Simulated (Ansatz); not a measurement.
Cartesian coordinates in Å:
```
C 0.815 1.769 -0.447
C 0.183 0.462 -0.170
C 0.210 -0.422 0.832
O 0.860 -0.436 2.014
C -0.730 -1.409 0.210
C -0.777 -0.392 -0.969
H 1.424 1.734 -1.357
H 1.460 2.075 0.379
H 0.064 2.552 -0.599
H 0.639 -1.244 2.483
H -1.684 -1.556 0.727
H -0.306 -2.386 -0.042
H -1.767 0.040 -1.147
H -0.391 -0.788 -1.914
```

The species carries charge 0 and has multiplicity 1.

Problem. List the B3LYP/def2-TZVPP orbital energies in eV (the Gaussian-basis code of Ansatz). (An estimate is asked.)

Solution. The calculation gave: Occupied: -521.30, -277.99, -276.92, -276.76, -276.50, -276.38, -28.95, -23.40, -19.88, -17.77, -17.12, -15.32, -12.96, -12.84, -12.26, -11.34, -11.02, -10.49, -9.69, -9.52, -9.11, -8.70, -5.76. Lowest empty: 0.60, 1.18, 1.24, 1.62, 2.41, 2.65, 3.06, 3.50.

B3LYP here is the variant with VWN-RPA as its local correlation; programs differ in this.
